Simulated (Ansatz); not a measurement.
**fcc Ag: properties by level of theory**

Reference values: lattice constant a 4.062 Å (measured, static lattice: zero-point anharmonic expansion removed, our sources range from 4.056 to 4.063; as tabulated in Mejia-Rodriguez and Trickey (2018), arXiv:1807.09216); bulk modulus 110 GPa (measured, corrected for temperature and zero-point phonon effects, our sources range from 104 to 111; as tabulated in Levämäki et al. (2014), arXiv:1402.3671); cohesive energy 2.97 ± 0.008 eV/atom (measured, from 0 K enthalpies of formation; zero-point vibration energy (9/8 kB θD) added; as tabulated in Csonka et al. (2009), arXiv:0903.4037).

| level (code) | equilibrium lattice constant a (Å) | bulk modulus B0 (GPa) | cohesive energy (eV/atom) |
|---|---|---|---|
| revPBE (Ansatz) | 4.192 | [?] | 2.09 |
| rVV10 (Ansatz) | [?] | [?] | [?] |
| r²SCAN+rVV10 (Ansatz) | 4.076 | [?] | [?] |

Problem. Fill in the missing entries.

Solution. 
- revPBE (Ansatz, a program for electronic structure), bulk modulus B0 (GPa): 79.0
- rVV10 (Ansatz), equilibrium lattice constant a (Å): 4.167
- rVV10 (Ansatz), bulk modulus B0 (GPa): 94.3
- rVV10 (Ansatz), cohesive energy (eV/atom): 2.92
- r²SCAN+rVV10 (Ansatz), bulk modulus B0 (GPa): 113
- r²SCAN+rVV10 (Ansatz), cohesive energy (eV/atom): 3.17

Differences from the reference values (errors of the level alone only where the reference is corrected to a static lattice):

| level | lattice constant a (%) | bulk modulus (%) | cohesive energy (eV/atom) |
|---|---|---|---|
| revPBE | +3.20 | -28 | -0.88 |
| rVV10 | +2.58 | -14.3 | -0.05 |
| r²SCAN+rVV10 | +0.34 | +2.7 | +0.20 |

Nearest: lattice constant a, r²SCAN+rVV10; bulk modulus, r²SCAN+rVV10; cohesive energy, rVV10.

Ansatz's density-functional and Hartree–Fock values are scalar-relativistic unless marked +SOC, with PAW data made under PBE.

Differences are worked out from the printed values.

Free atoms are spin-polarised, in the lowest state found; at levels without +SOC their spin–orbit coupling is left out.

Static lattice: no zero-point or thermal effects.
